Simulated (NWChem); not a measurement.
Species: hydroxide (OH anion); SMILES [OH-]

Program: NWChem. Pople sets run with spherical d functions. Sets without diffuse functions describe the anion's extra electron poorly. Coordinates come from a B3LYP/def2-SVPD optimisation. The highest occupied level is positive in some or all of these runs, so the extra electron may be held by the finite basis. Level TPSS/6-31G*: single points from the atomic guess with DIIS by default; each run changes one setting, and all converged runs end within 0.3 mHa of each other. NWChem's automatic level shift, which a small gap switches on, acted in some of these runs.

| setting | SCF iterations |
|---|---|
| defaults | 6 |
| 70 % damping for 30 cycles | 31 |
| occupation smearing of 0.005 Ha | 6 |
| core-Hamiltonian guess | 19 |
| no DIIS, 40 % damping | 21 |
| DIIS on 3 Fock matrices | 8 |
